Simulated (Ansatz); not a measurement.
```yaml
crystal:
  periodic: [false, false, false]
  atoms:
    - {symbol: N, position_ang: [1.029646, -0.630046, 1.355331]}
    - {symbol: C, position_ang: [0.363193, -0.031105, 0.515381]}
    - {symbol: C, position_ang: [-0.498507, 0.561396, -0.273420]}
    - {symbol: O, position_ang: [-1.110288, 0.000868, -1.366207]}
    - {symbol: H, position_ang: [2.035899, -0.616725, 1.174752]}
    - {symbol: H, position_ang: [-0.747806, 1.602132, -0.118892]}
    - {symbol: H, position_ang: [-1.010838, -0.954621, -1.332645]}
basis:
  gaussian: {orbitals: def2-TZVPPP}
total_charge: -1
magnetization: {spin_polarized: true, initial_magnetization: 1}
hamiltonian: {xc: {name: B2GP-PLYP}}
```

```sh
$ ansatz run in.yaml --threads 2 --pin off --events-out ev --progress --plain --max-ram 4352MiB
```

Problem. How does Ansatz answer? (Estimate.)

Solution. The calculation gave: The input was rejected before any iteration.
```
Error: <dir> can't be read: No such file or directory (os error 2)
```
